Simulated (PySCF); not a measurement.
NMR data simulated for an unnamed compound:

1H NMR (400 MHz, computed): δ 1.71 (decet, J = 7.4 Hz, 1H), 0.91 (d, J = 7.4 Hz, 9H).

13C{1H} NMR (computed): δ 28.2 (CH), 27.1 (CH3).

Level of theory: PBE0-D3(BJ)/def2-TZVP structure, J couplings at B3LYP/pcJ-2 (without the spin–dipole term), PBE0/pcSseg-2 with gauge-including orbitals, in PySCF (non-relativistic, equivalent nuclei averaged, in vacuum, one conformer).

Scale: 1H (σref 31.52), 13C (σref 186.03) vs TMS (reference shieldings calculated alike).

Task: Which of these does the molecule contain: a (CH3)2CH unit, a methoxy group, an amide, a ketone?

Result: 
- A (CH3)2CH unit: yes (δC 27.1, 28.2; δH 0.91 (d), 1.71 (decet)).
- A methoxy group: no.
- An amide: no.
- A ketone: no.

The data belong to `CC(C)C`, C4H10; they needn't prove each group on their own.

Carbon signals by region: 2 below 50 ppm.

Splittings below 1 Hz are ignored in the labels, and close J values are merged. Shifts are as computed. Against solution values, carbons near 30 ppm lie about +3 ppm off and those near 130 ppm about +9 ppm. Of 1211 compounds with measured shifts, 218 miss one by over three times the rms of a fit or turn the order of signals round; such compounds aren't used in these exercises.
